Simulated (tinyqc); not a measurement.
Worked calculation: extended Hueckel theory, for HF-. The parameters take no account of the charge, which enters only through the electron count, and nothing here shows that the anion is bound. One step of it, computed by the program tinyqc.

Question. Mulliken analysis. P = C n C^T; charge = valence electrons (F 7, H 1) minus the sum of (P S)_ii on the atom; overlap population = 2 sum P_ij S_ij between two atoms.

coefficients:
```
              MO1        MO2        MO3       MO4        MO5
1F 2s    0.886020  -0.183504   0.000000  0.000000  -0.782838
1F 2px   0.000000   0.000000  -0.090826  0.995867   0.000000
1F 2py   0.000000   0.000000   0.995867  0.090826   0.000000
1F 2pz  -0.033299   0.895267   0.000000  0.000000  -0.684390
2H 1s    0.200588   0.219910   0.000000  0.000000   1.270412
```

occupations: 2.000000  2.000000  2.000000  2.000000  1.000000

overlap S:
```
           1F 2s    1F 2px    1F 2py    1F 2pz     2H 1s
1F 2s   1.000000  0.000000  0.000000  0.000000  0.503457
1F 2px  0.000000  1.000000  0.000000  0.000000  0.000000
1F 2py  0.000000  0.000000  1.000000  0.000000  0.000000
1F 2pz  0.000000  0.000000  0.000000  1.000000  0.398967
2H 1s   0.503457  0.000000  0.000000  0.398967  1.000000
```

Give: charges; Overlap populations.

Answer.

charges: 1F -0.7664, 2H -0.2336

Overlap populations:
```
pair      value
2-1   -1.115000
```
